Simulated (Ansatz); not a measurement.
We consider 1T (CdI2-type) TiTe2, described by PBE (PAW; Ansatz, a first-principles code).

Settings: plane-wave cutoff 500 eV, 12×12×6 k mesh (along the axes of the cell as run), Fermi–Dirac smearing 0.05 eV, scalar-relativistic PAW data made under PBE.

Computed at the level's own relaxed cell.

Q: Predict the equilibrium volume per atom, lattice parameter a and lattice parameter c.

A: 
- equilibrium volume per atom = 28.23 Å³/atom
- lattice parameter a = 3.771 Å
- lattice parameter c = 6.876 Å

Note: the cell comes from a level without a dispersion term, which matters for the spacing of layers, chains or molecules; the volume lies 5 % above that of the published cell; the cell has widely spaced layers and the level no dispersion term, so their spacing and the moduli can rest on weak binding.

Spin–orbit coupling is not included.

Static lattice: no zero-point or thermal effects.

The result took roughly 3 core-minutes.
